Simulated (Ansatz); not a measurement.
O₃. Total charge 0; singlet. Geometry PBE-D4/def2-TZVP.

Cartesian coordinates in Å:
```
O -0.8777 0.0520 0.6850
O 0.2990 0.2197 0.2280
O 0.5788 -0.2717 -0.9129
```

B3LYP takes the VWN-RPA correlation. The structure holds 2 bonds between oxygen atoms, so isomers without such links may lie far lower. The restricted singlet is unstable towards broken spin symmetry in Hartree–Fock (as tested in another run); at HF/6-31G this wasn't settled. At r2SCAN-D4/def2-TZVP, PBE0-D4/def2-TZVP the restricted singlet is unstable: a solution with broken spin symmetry lies lower. The restricted singlet is unstable towards broken spin symmetry at other levels; at B3LYP-D4/6-31G this wasn't settled. The structure comes from a short search, and lower isomers may exist.

(1) Estimate the orbital energies around the gap (eV) in Ansatz with HF/6-31G, PBE-D4/def2-TZVP, r2SCAN-D4/def2-TZVP, B3LYP-D4/6-31G, PBE0-D4/def2-TZVP.

Answers

(1) 
```json
{"orbital": "HOMO−9", "HF/6-31G": "-564.19", "PBE-D4/def2-TZVP": "-513.30", "r2SCAN-D4/def2-TZVP": "-518.98", "B3LYP-D4/6-31G": "-524.59", "PBE0-D4/def2-TZVP": "-526.04"}
{"orbital": "HOMO−8", "HF/6-31G": "-48.69", "PBE-D4/def2-TZVP": "-34.30", "r2SCAN-D4/def2-TZVP": "-35.90", "B3LYP-D4/6-31G": "-38.08", "PBE0-D4/def2-TZVP": "-37.95"}
{"orbital": "HOMO−7", "HF/6-31G": "-39.72", "PBE-D4/def2-TZVP": "-27.48", "r2SCAN-D4/def2-TZVP": "-28.77", "B3LYP-D4/6-31G": "-30.54", "PBE0-D4/def2-TZVP": "-30.65"}
{"orbital": "HOMO−6", "HF/6-31G": "-29.83", "PBE-D4/def2-TZVP": "-19.29", "r2SCAN-D4/def2-TZVP": "-20.46", "B3LYP-D4/6-31G": "-21.38", "PBE0-D4/def2-TZVP": "-22.16"}
{"orbital": "HOMO−5", "HF/6-31G": "-22.88", "PBE-D4/def2-TZVP": "-14.84", "r2SCAN-D4/def2-TZVP": "-15.35", "B3LYP-D4/6-31G": "-16.65", "PBE0-D4/def2-TZVP": "-16.83"}
{"orbital": "HOMO−4", "HF/6-31G": "-21.65", "PBE-D4/def2-TZVP": "-14.66", "r2SCAN-D4/def2-TZVP": "-15.28", "B3LYP-D4/6-31G": "-16.17", "PBE0-D4/def2-TZVP": "-16.73"}
{"orbital": "HOMO−3", "HF/6-31G": "-21.62", "PBE-D4/def2-TZVP": "-14.38", "r2SCAN-D4/def2-TZVP": "-15.00", "B3LYP-D4/6-31G": "-16.12", "PBE0-D4/def2-TZVP": "-16.69"}
{"orbital": "HOMO−2", "HF/6-31G": "-15.80", "PBE-D4/def2-TZVP": "-9.09", "r2SCAN-D4/def2-TZVP": "-9.37", "B3LYP-D4/6-31G": "-10.13", "PBE0-D4/def2-TZVP": "-10.36"}
{"orbital": "HOMO−1", "HF/6-31G": "-15.21", "PBE-D4/def2-TZVP": "-8.03", "r2SCAN-D4/def2-TZVP": "-8.49", "B3LYP-D4/6-31G": "-9.76", "PBE0-D4/def2-TZVP": "-10.06"}
{"orbital": "HOMO", "HF/6-31G": "-13.51", "PBE-D4/def2-TZVP": "-7.81", "r2SCAN-D4/def2-TZVP": "-8.22", "B3LYP-D4/6-31G": "-9.35", "PBE0-D4/def2-TZVP": "-9.78"}
{"orbital": "LUMO", "HF/6-31G": "-1.78", "PBE-D4/def2-TZVP": "-6.06", "r2SCAN-D4/def2-TZVP": "-6.14", "B3LYP-D4/6-31G": "-5.55", "PBE0-D4/def2-TZVP": "-5.17"}
{"orbital": "LUMO+1", "HF/6-31G": "7.16", "PBE-D4/def2-TZVP": "0.25", "r2SCAN-D4/def2-TZVP": "0.64", "B3LYP-D4/6-31G": "1.01", "PBE0-D4/def2-TZVP": "1.86"}
{"orbital": "LUMO+2", "HF/6-31G": "10.23", "PBE-D4/def2-TZVP": "2.55", "r2SCAN-D4/def2-TZVP": "3.12", "B3LYP-D4/6-31G": "3.79", "PBE0-D4/def2-TZVP": "4.19"}
{"orbital": "LUMO+3", "HF/6-31G": "27.11", "PBE-D4/def2-TZVP": "7.02", "r2SCAN-D4/def2-TZVP": "8.15", "B3LYP-D4/6-31G": "20.32", "PBE0-D4/def2-TZVP": "8.14"}
{"orbital": "LUMO+4", "HF/6-31G": "27.92", "PBE-D4/def2-TZVP": "8.66", "r2SCAN-D4/def2-TZVP": "10.02", "B3LYP-D4/6-31G": "20.43", "PBE0-D4/def2-TZVP": "9.89"}
{"orbital": "LUMO+5", "HF/6-31G": "27.97", "PBE-D4/def2-TZVP": "8.94", "r2SCAN-D4/def2-TZVP": "10.32", "B3LYP-D4/6-31G": "21.12", "PBE0-D4/def2-TZVP": "10.18"}
```
